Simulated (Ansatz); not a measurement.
Worked example: correlation energy of PH₄⁺, singlet

Geometry: displaced at random from a stationary point.

```yaml
atoms:
  - { symbol: P, position_ang: [0.0031, -0.0001, 0.0047] }
  - { symbol: H, position_ang: [0.8094, 0.7940, 0.8021] }
  - { symbol: H, position_ang: [-0.7608, -0.7631, 0.7598] }
  - { symbol: H, position_ang: [-0.8589, 0.7873, -0.8318] }
  - { symbol: H, position_ang: [0.7152, -0.8147, -0.8754] }
```

Basis 6-31G; Ansatz 0.2.0. Only valence electrons are correlated (noble-gas cores frozen), which leaves 8 electrons in 16 orbitals. Prefix R: restricted or restricted open-shell reference.

Full CI is exact within this basis and frozen core; it isn't the basis-set limit.

Runs differ by some tens of microhartree through their thresholds, so steps under 0.03 kcal/mol mean nothing.

```
    level  total energy (hartree)
      RHF             -342.691859
     RMP2             -342.758352
    RCCSD             -342.781876
 RCCSD(T)             -342.782625
   RCCSDT             -342.782833
RCCSDT(Q)             -342.782864
  RCCSDTQ             -342.782868
  full CI             -342.782868
```

What is the correlation energy at full CI, and what share of it do RMP2 and RCCSD(T) recover?

E(corr) = -342.782868 − (-342.691859) = -0.091009 hartree = -2.476 eV. RMP2: -0.066493 / -0.091009 = 73.06 %. RCCSD(T): -0.090766 / -0.091009 = 99.73 %.

By how many kcal/mol does RCCSD(T) miss full CI (1 hartree = 627.509 kcal/mol), and which steps make up the rest?

-342.782625 − (-342.782868) = 0.000243 hartree = 0.15 kcal/mol. Steps: RCCSDT − RCCSD(T) = -0.13, RCCSDT(Q) − RCCSDT = -0.02, RCCSDTQ − RCCSDT(Q) = 0.00, full CI − RCCSDTQ = 0.00 kcal/mol. That is within 1 kcal/mol of the reference in this basis, which itself misses far more of the correlation at the basis-set limit.
